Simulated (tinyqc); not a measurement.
UKS/BP86 in the sto-3g basis, for NH, spin multiplicity 3, step by step (part 2 of 2). Computed by tinyqc, a small Python program that keeps every step (integrals from PySCF). Command: `OMP_NUM_THREADS=1 python tinyqc.py 28725 28726 out.jsonl` (the two numbers bound the seeds that draw the settings). One thread of a shared host (Intel(R) Xeon(R) Processor @ 2.60GHz), about 2 s of CPU time with the checks.

Geometry (angstrom):
```
atom         x         y         z
N     0.000000  0.000000  0.000000
H     0.000000  0.000000  1.018000
```

## Iteration 2: diagonalisation and new density

F(alpha) (hartree), order 1N 1s, 1N 2s, 1N 2px, 1N 2py, 1N 2pz, 2H 1s:
$$\begin{pmatrix}
-13.752121 & -3.553126 & 0.000000 & 0.000000 & -0.011740 & -0.880004 \\
-3.553126 & -1.524468 & 0.000000 & 0.000000 & -0.113383 & -0.659634 \\
0.000000 & 0.000000 & -0.165664 & 0.000000 & 0.000000 & 0.000000 \\
0.000000 & 0.000000 & 0.000000 & -0.165664 & 0.000000 & 0.000000 \\
-0.011740 & -0.113383 & 0.000000 & 0.000000 & -0.204616 & -0.332849 \\
-0.880004 & -0.659634 & 0.000000 & 0.000000 & -0.332849 & -0.408836
\end{pmatrix}$$

F(beta) (hartree), order 1N 1s, 1N 2s, 1N 2px, 1N 2py, 1N 2pz, 2H 1s:
$$\begin{pmatrix}
-13.726516 & -3.532912 & 0.000000 & 0.000000 & -0.011377 & -0.875554 \\
-3.532912 & -1.407113 & 0.000000 & 0.000000 & -0.108279 & -0.625975 \\
0.000000 & 0.000000 & -0.013395 & 0.000000 & 0.000000 & 0.000000 \\
0.000000 & 0.000000 & 0.000000 & -0.013395 & 0.000000 & 0.000000 \\
-0.011377 & -0.108279 & 0.000000 & 0.000000 & -0.156600 & -0.321340 \\
-0.875554 & -0.625975 & 0.000000 & 0.000000 & -0.321340 & -0.397389
\end{pmatrix}$$

X, order 1N 1s, 1N 2s, 1N 2px, 1N 2py, 1N 2pz, 2H 1s:
$$\begin{pmatrix}
1.022914 & -0.134198 & 0.000000 & 0.000000 & -0.010820 & 0.025403 \\
-0.134198 & 1.163000 & 0.000000 & 0.000000 & 0.123550 & -0.355051 \\
0.000000 & 0.000000 & 1.000000 & 0.000000 & 0.000000 & 0.000000 \\
0.000000 & 0.000000 & 0.000000 & 1.000000 & 0.000000 & 0.000000 \\
-0.010820 & 0.123550 & 0.000000 & 0.000000 & 1.107955 & -0.311179 \\
0.025403 & -0.355051 & 0.000000 & 0.000000 & -0.311179 & 1.245193
\end{pmatrix}$$

D(alpha) after iteration 1, order 1N 1s, 1N 2s, 1N 2px, 1N 2py, 1N 2pz, 2H 1s:
$$\begin{pmatrix}
1.060195 & -0.265568 & 0.000000 & 0.000000 & 0.016318 & 0.031701 \\
-0.265568 & 1.207537 & 0.000000 & 0.000000 & -0.090739 & -0.268785 \\
0.000000 & 0.000000 & 1.000000 & 0.000000 & 0.000000 & 0.000000 \\
0.000000 & 0.000000 & 0.000000 & 1.000000 & 0.000000 & 0.000000 \\
0.016318 & -0.090739 & 0.000000 & 0.000000 & 0.500329 & 0.182475 \\
0.031701 & -0.268785 & 0.000000 & 0.000000 & 0.182475 & 0.457444
\end{pmatrix}$$

D(beta) after iteration 1, order 1N 1s, 1N 2s, 1N 2px, 1N 2py, 1N 2pz, 2H 1s:
$$\begin{pmatrix}
1.059589 & -0.262324 & 0.000000 & 0.000000 & 0.020563 & 0.028292 \\
-0.262324 & 1.191968 & 0.000000 & 0.000000 & -0.107064 & -0.258442 \\
0.000000 & 0.000000 & 0.000000 & 0.000000 & 0.000000 & 0.000000 \\
0.000000 & 0.000000 & 0.000000 & 0.000000 & 0.000000 & 0.000000 \\
0.020563 & -0.107064 & 0.000000 & 0.000000 & 0.493370 & 0.178224 \\
0.028292 & -0.258442 & 0.000000 & 0.000000 & 0.178224 & 0.473008
\end{pmatrix}$$

overlap S, order 1N 1s, 1N 2s, 1N 2px, 1N 2py, 1N 2pz, 2H 1s:
$$\begin{pmatrix}
1.000000 & 0.235038 & 0.000000 & 0.000000 & 0.000000 & 0.057592 \\
0.235038 & 1.000000 & 0.000000 & 0.000000 & 0.000000 & 0.491168 \\
0.000000 & 0.000000 & 1.000000 & 0.000000 & 0.000000 & 0.000000 \\
0.000000 & 0.000000 & 0.000000 & 1.000000 & 0.000000 & 0.000000 \\
0.000000 & 0.000000 & 0.000000 & 0.000000 & 1.000000 & 0.437639 \\
0.057592 & 0.491168 & 0.000000 & 0.000000 & 0.437639 & 1.000000
\end{pmatrix}$$

Diagonalise F' = X^T F X, C = X C', fill 5 alpha and 3 beta electrons from the bottom; D(s) = C_occ C_occ^T; the new density keeps 0.3 of the old one (damping). Each column has its largest component positive (the first on a tie).

F' = X^T F X (alpha) (hartree):
$$\begin{pmatrix}
-13.482950 & -1.890114 & 0.000000 & 0.000000 & -0.027084 & -0.140637 \\
-1.890114 & -0.797279 & 0.000000 & 0.000000 & 0.016619 & -0.335205 \\
0.000000 & 0.000000 & -0.165664 & 0.000000 & 0.000000 & 0.000000 \\
0.000000 & 0.000000 & 0.000000 & -0.165664 & 0.000000 & 0.000000 \\
-0.027084 & 0.016619 & 0.000000 & 0.000000 & -0.062600 & -0.323578 \\
-0.140637 & -0.335205 & 0.000000 & 0.000000 & -0.323578 & -0.030012
\end{pmatrix}$$

orbital energies (alpha) (hartree): MO1 -13.761204, MO2 -0.700330, MO3 -0.260658, MO4 -0.165664, MO5 -0.165664, MO6 0.349351

coefficients C (alpha), order 1N 1s, 1N 2s, 1N 2px, 1N 2py, 1N 2pz, 2H 1s:
$$\begin{pmatrix}
0.992984 & -0.232510 & 0.126132 & 0.000000 & 0.000000 & 0.095592 \\
0.030791 & 0.832910 & -0.607401 & 0.000000 & 0.000000 & -0.669537 \\
0.000000 & 0.000000 & 0.000000 & 0.023982 & 0.999712 & 0.000000 \\
0.000000 & 0.000000 & 0.000000 & 0.999712 & -0.023982 & 0.000000 \\
0.005225 & 0.198300 & 0.654976 & 0.000000 & 0.000000 & -0.933507 \\
-0.009787 & 0.250114 & 0.475805 & 0.000000 & 0.000000 & 1.218606
\end{pmatrix}$$

F' = X^T F X (beta) (hartree):
$$\begin{pmatrix}
-13.459580 & -1.886754 & 0.000000 & 0.000000 & -0.027294 & -0.141654 \\
-1.886754 & -0.669150 & 0.000000 & 0.000000 & 0.028942 & -0.335906 \\
0.000000 & 0.000000 & -0.013395 & 0.000000 & 0.000000 & 0.000000 \\
0.000000 & 0.000000 & 0.000000 & -0.013395 & 0.000000 & 0.000000 \\
-0.027294 & 0.028942 & 0.000000 & 0.000000 & -0.009913 & -0.325980 \\
-0.141654 & -0.335906 & 0.000000 & 0.000000 & -0.325980 & -0.030446
\end{pmatrix}$$

orbital energies (beta) (hartree): MO1 -13.734735, MO2 -0.611420, MO3 -0.209616, MO4 -0.013395, MO5 -0.013395, MO6 0.386682

coefficients C (beta), order 1N 1s, 1N 2s, 1N 2px, 1N 2py, 1N 2pz, 2H 1s:
$$\begin{pmatrix}
0.993368 & -0.215114 & -0.145917 & 0.000000 & 0.000000 & 0.103821 \\
0.029154 & 0.746297 & 0.682189 & 0.000000 & 0.000000 & -0.699079 \\
0.000000 & 0.000000 & 0.000000 & -0.021444 & 0.999770 & 0.000000 \\
0.000000 & 0.000000 & 0.000000 & 0.999770 & 0.021444 & 0.000000 \\
0.004910 & 0.213003 & -0.629209 & 0.000000 & 0.000000 & -0.947883 \\
-0.009176 & 0.344457 & -0.459769 & 0.000000 & 0.000000 & 1.201633
\end{pmatrix}$$

D(alpha) after iteration 2, order 1N 1s, 1N 2s, 1N 2px, 1N 2py, 1N 2pz, 2H 1s:
$$\begin{pmatrix}
1.057249 & -0.247459 & 0.000000 & 0.000000 & 0.034082 & 0.004009 \\
-0.247459 & 1.106797 & 0.000000 & 0.000000 & -0.189976 & -0.137324 \\
0.000000 & 0.000000 & 1.000000 & 0.000000 & 0.000000 & 0.000000 \\
0.000000 & 0.000000 & 0.000000 & 1.000000 & 0.000000 & 0.000000 \\
0.034082 & -0.189976 & 0.000000 & 0.000000 & 0.477939 & 0.307573 \\
0.004009 & -0.137324 & 0.000000 & 0.000000 & 0.307573 & 0.339563
\end{pmatrix}$$

D(beta) after iteration 2, order 1N 1s, 1N 2s, 1N 2px, 1N 2py, 1N 2pz, 2H 1s:
$$\begin{pmatrix}
1.055919 & -0.240482 & 0.000000 & 0.000000 & 0.041778 & -0.002799 \\
-0.240482 & 1.073824 & 0.000000 & 0.000000 & -0.221212 & -0.117327 \\
0.000000 & 0.000000 & 0.000000 & 0.000000 & 0.000000 & 0.000000 \\
0.000000 & 0.000000 & 0.000000 & 0.000000 & 0.000000 & 0.000000 \\
0.041778 & -0.221212 & 0.000000 & 0.000000 & 0.456919 & 0.307298 \\
-0.002799 & -0.117327 & 0.000000 & 0.000000 & 0.307298 & 0.372988
\end{pmatrix}$$

Within a degenerate level the vectors are fixed only up to a rotation; this is one choice.

## Iteration 21 (converged): orbitals

converged F(alpha) (hartree), order 1N 1s, 1N 2s, 1N 2px, 1N 2py, 1N 2pz, 2H 1s:
$$\begin{pmatrix}
-13.789280 & -3.559776 & 0.000000 & 0.000000 & -0.016007 & -0.881974 \\
-3.559776 & -1.531537 & 0.000000 & 0.000000 & -0.129887 & -0.665576 \\
0.000000 & 0.000000 & -0.174798 & 0.000000 & 0.000000 & 0.000000 \\
0.000000 & 0.000000 & 0.000000 & -0.174798 & 0.000000 & 0.000000 \\
-0.016007 & -0.129887 & 0.000000 & 0.000000 & -0.207624 & -0.340753 \\
-0.881974 & -0.665576 & 0.000000 & 0.000000 & -0.340753 & -0.414709
\end{pmatrix}$$

converged F(beta) (hartree), order 1N 1s, 1N 2s, 1N 2px, 1N 2py, 1N 2pz, 2H 1s:
$$\begin{pmatrix}
-13.762880 & -3.538688 & 0.000000 & 0.000000 & -0.014959 & -0.877224 \\
-3.538688 & -1.409061 & 0.000000 & 0.000000 & -0.119808 & -0.631194 \\
0.000000 & 0.000000 & -0.016455 & 0.000000 & 0.000000 & 0.000000 \\
0.000000 & 0.000000 & 0.000000 & -0.016455 & 0.000000 & 0.000000 \\
-0.014959 & -0.119808 & 0.000000 & 0.000000 & -0.156556 & -0.329527 \\
-0.877224 & -0.631194 & 0.000000 & 0.000000 & -0.329527 & -0.409636
\end{pmatrix}$$

Diagonalise F' = X^T F X, C = X C', fill 5 alpha and 3 beta electrons from the bottom; D(s) = C_occ C_occ^T. Each column has its largest component positive (the first on a tie).

F' = X^T F X (alpha) (hartree):
$$\begin{pmatrix}
-13.520148 & -1.891739 & 0.000000 & 0.000000 & -0.029572 & -0.140387 \\
-1.891739 & -0.805408 & 0.000000 & 0.000000 & -0.000460 & -0.334552 \\
0.000000 & 0.000000 & -0.174798 & 0.000000 & 0.000000 & 0.000000 \\
0.000000 & 0.000000 & 0.000000 & -0.174798 & 0.000000 & 0.000000 \\
-0.029572 & -0.000460 & 0.000000 & 0.000000 & -0.065477 & -0.326198 \\
-0.140387 & -0.334552 & 0.000000 & 0.000000 & -0.326198 & -0.032530
\end{pmatrix}$$

orbital energies (alpha) (hartree): MO1 -13.798266, MO2 -0.713498, MO3 -0.254638, MO4 -0.174798, MO5 -0.174798, MO6 0.342839

coefficients C (alpha), order 1N 1s, 1N 2s, 1N 2px, 1N 2py, 1N 2pz, 2H 1s:
$$\begin{pmatrix}
0.993033 & -0.231231 & 0.130203 & 0.000000 & 0.000000 & 0.092676 \\
0.030625 & 0.829556 & -0.624782 & 0.000000 & 0.000000 & -0.657609 \\
0.000000 & 0.000000 & 0.000000 & 0.068360 & 0.997661 & 0.000000 \\
0.000000 & 0.000000 & 0.000000 & 0.997661 & -0.068360 & 0.000000 \\
0.005612 & 0.219485 & 0.646927 & 0.000000 & 0.000000 & -0.934376 \\
-0.009897 & 0.245100 & 0.477430 & 0.000000 & 0.000000 & 1.218988
\end{pmatrix}$$

F' = X^T F X (beta) (hartree):
$$\begin{pmatrix}
-13.496087 & -1.888294 & 0.000000 & 0.000000 & -0.029792 & -0.141379 \\
-1.888294 & -0.670505 & 0.000000 & 0.000000 & 0.018513 & -0.335580 \\
0.000000 & 0.000000 & -0.016455 & 0.000000 & 0.000000 & 0.000000 \\
0.000000 & 0.000000 & 0.000000 & -0.016455 & 0.000000 & 0.000000 \\
-0.029792 & 0.018513 & 0.000000 & 0.000000 & -0.008100 & -0.329760 \\
-0.141379 & -0.335580 & 0.000000 & 0.000000 & -0.329760 & -0.041234
\end{pmatrix}$$

orbital energies (beta) (hartree): MO1 -13.770961, MO2 -0.620905, MO3 -0.205092, MO4 -0.016455, MO5 -0.016455, MO6 0.381034

coefficients C (beta), order 1N 1s, 1N 2s, 1N 2px, 1N 2py, 1N 2pz, 2H 1s:
$$\begin{pmatrix}
0.993437 & -0.212426 & -0.150670 & 0.000000 & 0.000000 & 0.101888 \\
0.028898 & 0.734884 & 0.703546 & 0.000000 & 0.000000 & -0.689953 \\
0.000000 & 0.000000 & 0.000000 & -0.027340 & 0.999626 & 0.000000 \\
0.000000 & 0.000000 & 0.000000 & 0.999626 & 0.027340 & 0.000000 \\
0.005208 & 0.226406 & -0.614660 & 0.000000 & 0.000000 & -0.954299 \\
-0.009230 & 0.350616 & -0.466571 & 0.000000 & 0.000000 & 1.197221
\end{pmatrix}$$

D(alpha) after iteration 21, order 1N 1s, 1N 2s, 1N 2px, 1N 2py, 1N 2pz, 2H 1s:
$$\begin{pmatrix}
1.056536 & -0.242756 & 0.000000 & 0.000000 & 0.039053 & -0.004340 \\
-0.242756 & 1.079453 & 0.000000 & 0.000000 & -0.221942 & -0.095268 \\
0.000000 & 0.000000 & 1.000000 & 0.000000 & 0.000000 & 0.000000 \\
0.000000 & 0.000000 & 0.000000 & 1.000000 & 0.000000 & 0.000000 \\
0.039053 & -0.221942 & 0.000000 & 0.000000 & 0.466720 & 0.362603 \\
-0.004340 & -0.095268 & 0.000000 & 0.000000 & 0.362603 & 0.288112
\end{pmatrix}$$

D(beta) after iteration 21, order 1N 1s, 1N 2s, 1N 2px, 1N 2py, 1N 2pz, 2H 1s:
$$\begin{pmatrix}
1.054744 & -0.233403 & 0.000000 & 0.000000 & 0.049690 & -0.013352 \\
-0.233403 & 1.035867 & 0.000000 & 0.000000 & -0.265909 & -0.070859 \\
0.000000 & 0.000000 & 0.000000 & 0.000000 & 0.000000 & 0.000000 \\
0.000000 & 0.000000 & 0.000000 & 0.000000 & 0.000000 & 0.000000 \\
0.049690 & -0.265909 & 0.000000 & 0.000000 & 0.429093 & 0.366116 \\
-0.013352 & -0.070859 & 0.000000 & 0.000000 & 0.366116 & 0.340705
\end{pmatrix}$$

Within a degenerate level the vectors are fixed only up to a rotation; this is one choice.

## Convergence

Stop when the energy changes by less than 1e-10 hartree and every element of the error matrix X^T (F D S - S D F) X (for each spin) is below 3e-06.

Course of the cycle:
```
iteration   E (hartree)     change  largest element of the error matrix
1          -53.76871012          -                             3.71e-01
2          -54.29156903  -5.23e-01                             6.86e-02
3          -54.43185929  -1.40e-01                             1.75e-02
4          -54.47385111  -4.20e-02                             5.65e-03
5          -54.48645532  -1.26e-02                             1.94e-03
6          -54.49023754  -3.78e-03                             5.85e-04
7          -54.49137231  -1.13e-03                             1.78e-04
8          -54.49171277  -3.40e-04                             5.33e-05
9          -54.49181490  -1.02e-04                             1.60e-05
10         -54.49184555  -3.06e-05                             4.81e-06
11         -54.49185474  -9.19e-06                             1.44e-06
12         -54.49185750  -2.76e-06                             4.33e-07
13         -54.49185833  -8.27e-07                             1.30e-07
14         -54.49185857  -2.48e-07                             3.90e-08
15         -54.49185865  -7.45e-08                             1.17e-08
16         -54.49185867  -2.23e-08                             3.51e-09
17         -54.49185868  -6.70e-09                             1.05e-09
18         -54.49185868  -2.01e-09                             3.16e-10
19         -54.49185868  -6.03e-10                             9.47e-11
20         -54.49185868  -1.81e-10                             2.84e-11
21         -54.49185868  -5.43e-11                             8.52e-12
```

PySCF UKS in the same basis, fine grid, after a stability check = -54.48361013 hartree

Converged in 21 iterations. The coarse grid moves the energy by -8.25e-03 hartree.

## Populations, bond orders and dipole

Mulliken: Z minus the diagonal of D S on the atom; Loewdin: the same with S^(1/2) D S^(1/2); Mayer order: 2 sum_s sum (D(s) S)_ij (D(s) S)_ji over the two atoms.

Charges (e):
```
atom   Mulliken    Loewdin  Mulliken spin
1N    -0.134883  -0.079776       2.065601
2H     0.134883   0.079776      -0.065601
```

Mayer bond orders:
```
pair     order
2-1   0.977503
```

dipole moment about the origin, x y z (debye): [0.000000, 0.000000, 1.270356]

<S^2> of the determinant (pure state: 2) = 2.002908
